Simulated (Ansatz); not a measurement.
**C₃H₅ClO: one species, many methods**

How much do the methods differ for C₃H₅ClO? The plan is to run it at one geometry with functionals of several rungs and with coupled cluster, and see how far each lands from CCSD(T) at the basis-set limit for the atomisation energy.

Program: Ansatz 0.2.0, Gaussian basis. Level of theory: functionals in def2-TZVPP, the program's frozen cores in correlated methods. These are calculated values, not measurements.

The runs, in order: LDA (SPW92), PBE-D4, revPBE-D4, BLYP-D4, r2SCAN-D4, B97M-V, PBE0-D4, B3LYP-D4, r2SCANh-D4, r2SCAN0-D4, HSE06-D4, BHLYP-D4, CAM-B3LYP-D4, LC-ωPBE, ωB97X-V, ωB97M-V, B2PLYP, PBE-QIDH; CCSD(T)/def2-SVP; CCSD(T)/def2-TZVPP; MP2/def2-QZVPP; extrapolation to the limit; RPA on PBE.

### 1 Structure used throughout

All runs share one geometry, relaxed beforehand with PBE0-D4 in a triple-zeta def2 set.

10 atoms, charge 0, spin multiplicity 1.

Atoms are counted from 1 here; the program's logs count them from 0.

Bond lengths: C1–C2 1.504 Å, C1–H6 1.092 Å, C1–H7 1.090 Å, C1–H8 1.090 Å, C2–Cl3 1.793 Å, C2–C4 1.514 Å, C2–H9 1.095 Å, C4–O5 1.197 Å, C4–H10 1.108 Å. Angles: C2–C1–H6 109.3°, C2–C1–H7 110.6°, C2–C1–H8 110.6°, H6–C1–H7 108.0°, H6–C1–H8 109.1°, H7–C1–H8 109.1°, C1–C2–Cl3 112.0°, C1–C2–C4 114.0°, C1–C2–H9 111.6°, Cl3–C2–C4 106.1°, Cl3–C2–H9 105.0°, C4–C2–H9 107.5°, C2–C4–O5 123.4°, C2–C4–H10 114.5°, O5–C4–H10 122.0°.

### 2 LDA

This LDA is Slater exchange with PW92 correlation.

in.yaml reads:

```yaml
crystal:
  periodic: [false, false, false]
  atoms:
    - {symbol: C, position_ang: [-0.886188, -0.578973, 0.540626]}
    - {symbol: C, position_ang: [0.502507, -0.137077, 0.167427]}
    - {symbol: Cl, position_ang: [1.427558, -1.443010, -0.641776]}
    - {symbol: C, position_ang: [0.539065, 1.049130, -0.773396]}
    - {symbol: O, position_ang: [-0.427775, 1.693416, -1.059890]}
    - {symbol: H, position_ang: [-1.411232, 0.249236, 1.020744]}
    - {symbol: H, position_ang: [-1.449894, -0.865527, -0.347388]}
    - {symbol: H, position_ang: [-0.847927, -1.423975, 1.227571]}
    - {symbol: H, position_ang: [1.094117, 0.124272, 1.050780]}
    - {symbol: H, position_ang: [1.542867, 1.281509, -1.181895]}
basis:
  gaussian: {orbitals: def2-TZVPP}
hamiltonian: {xc: lda}
output: {orbitals: {seedname: orbitals}}
```

Launch:

```console
> ansatz run in.yaml --threads 4 --pin off --events-out ev --progress --plain --max-ram 10444MiB
```

After this run come: PBE-D4 (GGA); revPBE-D4 (GGA); BLYP-D4 (GGA); r2SCAN-D4 (meta-GGA); B97M-V (meta-GGA); PBE0-D4 (hybrid); B3LYP-D4 (hybrid); r2SCANh-D4 (hybrid); r2SCAN0-D4 (hybrid); HSE06-D4 (hybrid); BHLYP-D4 (hybrid); CAM-B3LYP-D4 (range-separated); LC-ωPBE (range-separated); ωB97X-V (range-separated); ωB97M-V (range-separated); B2PLYP (double hybrid); PBE-QIDH (double hybrid); CCSD(T) in def2-SVP; CCSD(T) in def2-TZVPP; MP2 in def2-QZVPP; RPA on PBE orbitals.

**Question.** What will the summary of the whole plan be? Wanted: atomisation energy, CCSD(T)/CBS; farthest beyond LDA; mean size of error, GGA; mean size of error, meta-GGA; mean size of error, hybrid; mean size of error, range-separated; mean size of error, double hybrid; gap, smallest and largest; T1 diagnostic.

**Answer**, as computed:

```
                               quantity                                                                                     value
        atomisation energy, CCSD(T)/CBS                                                                             3973.7 kJ/mol
 functionals within 19.9 kJ/mol (0.5 %)  BLYP-D4, B97M-V, B3LYP-D4, r2SCANh-D4, CAM-B3LYP-D4, LC-ωPBE, ωB97X-V, ωB97M-V, PBE-QIDH
                    farthest beyond LDA                                                                  BHLYP-D4 (-144.8 kJ/mol)
                mean size of error, GGA                                                                               51.9 kJ/mol
           mean size of error, meta-GGA                                                                               16.2 kJ/mol
             mean size of error, hybrid                                                                               47.8 kJ/mol
    mean size of error, range-separated                                                                                9.4 kJ/mol
      mean size of error, double hybrid                                                                               22.5 kJ/mol
              gap, smallest and largest                                                 3.65 eV (LDA (SPW92)), 11.81 eV (LC-ωPBE)
                          T1 diagnostic                                                                                    0.0126
triples share of the correlation energy                                                                                     4.1 %
```

What this shows: LDA overbinds by 637.7 kJ/mol (16 %). PBE-D4 misses by +128.2 kJ/mol. Double hybrids carry the basis error of their MP2 part in triple zeta, and no dispersion term here, so their miss is partly the set-up's. The rungs range-separated, meta-GGA miss on average by less than the doubt on the reference (19.9 kJ/mol), so they tie. Misses under about 19.9 kJ/mol are within the doubt on the reference itself, which lacks core-valence correlation, relativity and higher excitations. Hartree-Fock recovers 72 % of the binding; the rest is correlation. CCSD(T) in def2-SVP is off by -173.6 kJ/mol, which most functionals beat. The gap grows from 3.6 to 11.8 eV across the functionals, mostly with the share of exact exchange.
